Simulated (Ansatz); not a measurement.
# BH₅SSi: small, medium and large basis sets

One table from this session's results is given with a row withheld; the runs are named, their logs left out.

Method: one geometry, several basis sets; program: Ansatz 0.2.0, Gaussian basis.

Levels to be run: PBE0-D4/def2-SVP; ωB97M-V/def2-SVP; PBE0-D4/def2-QZVPP; ωB97M-V/def2-QZVPP; the functionals' def2-TZVPP values are taken from earlier runs.

1 further run of the same task is left out (it didn't finish). Runs told in other sessions of the task aren't counted.

### The geometry

All runs share one geometry, relaxed beforehand with PBE0-D4 in a triple-zeta def2 set.

SMILES `[SiH3]BS`, 8 atoms, charge 0, spin multiplicity 1.

Atoms are counted from 1 here; the program's logs count them from 0.

Bond lengths: Si1–B2 2.010 Å, Si1–H4 1.489 Å, Si1–H5 1.490 Å, Si1–H6 1.490 Å, B2–S3 1.763 Å, B2–H7 1.193 Å, S3–H8 1.347 Å. Angles: B2–Si1–H4 112.9°, B2–Si1–H5 109.7°, B2–Si1–H6 109.7°, H4–Si1–H5 108.4°, H4–Si1–H6 108.4°, H5–Si1–H6 107.6°, Si1–B2–S3 118.6°, Si1–B2–H7 122.0°, S3–B2–H7 119.5°, B2–S3–H8 100.4°.

Set-up of the first run:

in.yaml reads:

```yaml
crystal:
  periodic: [false, false, false]
  atoms:
    - {symbol: Si, position_ang: [-0.624635, 0.864869, -0.680343]}
    - {symbol: B, position_ang: [0.524660, -0.267269, 0.518092]}
    - {symbol: S, position_ang: [0.364528, -2.020361, 0.429542]}
    - {symbol: H, position_ang: [-1.525842, 0.058541, -1.548517]}
    - {symbol: H, position_ang: [0.238992, 1.708620, -1.554077]}
    - {symbol: H, position_ang: [-1.462127, 1.780393, 0.145240]}
    - {symbol: H, position_ang: [1.305985, 0.212926, 1.281190]}
    - {symbol: H, position_ang: [1.270640, -2.394819, 1.353072]}
basis:
  gaussian: {orbitals: def2-SVP}
hamiltonian: {xc: pbe0, dispersion: d4}
output: {orbitals: {seedname: orbitals}}
```

The run is started by

```console
> ansatz run in.yaml --threads 2 --pin off --events-out ev --progress --plain --max-ram 4352MiB
```

Among the steps run: PBE0-D4 in def2-SVP; ωB97M-V in def2-SVP; PBE0-D4 in def2-QZVPP; ωB97M-V in def2-QZVPP.

One of the session's tables, all rows but one given; the rest of the session is left out.

It belongs to the step «Functionals by basis». 

```
functional       basis  HOMO (eV)  LUMO (eV)
   PBE0-D4    def2-SVP      -8.36      -1.67
   PBE0-D4  def2-TZVPP      -8.38      -1.80
   PBE0-D4  def2-QZVPP      -8.39      -1.84
   ωB97M-V    def2-SVP     -10.46       0.39
   ωB97M-V  def2-TZVPP     -10.53       0.18
   ωB97M-V  def2-QZVPP          ?          ?
```

Estimate the missing values for ωB97M-V, def2-QZVPP.

As computed: HOMO (eV): -10.54; LUMO (eV): 0.13. In the column «HOMO (eV)» it is the lowest.
